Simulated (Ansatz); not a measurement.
One structure, 3 elements: BeP3, BeAs3, BeBi3

Plane-wave DFT in Ansatz with scalar-relativistic PAW potentials, cutoff 420 eV, Γ-centred meshes chosen by cell and gap, Gaussian smearing with energies taken to zero width. Every cell was relaxed (cell and atoms) in a run of its own, within the symmetry of its start. Functional: PBE.

All members share space group Pm-3m and the same sites; only the element on one set of sites changes (P, As, Bi). Members needn't be the stable form of their composition. Energies over the elements, where given, are against the elements' standard states in the same functional (H₂, N₂, O₂ and halogens uncorrected, Hg as a solid). The first member:

Space group Pm-3m (No. 221). a = 3.751 Å, b = 3.751 Å, c = 3.751 Å, α = 90.00°, β = 90.00°, γ = 90.00°
```tsv
atom	site	symmetry	x	y	z
Be	1a	m-3m	0.0000	0.0000	0.0000
P	3c	4/mm.m	0.0000	0.5000	0.5000
```

Problem. How do size, gap and binding change down the group?

Solution.
| compound | V (Å³/atom) | a (Å) | energy over elements (eV/atom) |
| --- | --- | --- | --- |
| BeP3 | 13.19 | 3.751 | 0.730 |
| BeAs3 | 17.31 | 4.106 | 0.654 |
| BeBi3 | 27.76 | 4.807 | 0.603 |

Over the series the volume grows at each step down the group; all are metallic on the mesh; none is bound against its elements in this structure, and Bi comes closest.

Spin-orbit coupling is left out, which matters for the bands of heavy elements. For Tl, Pb and Bi spin-orbit coupling shifts energies too.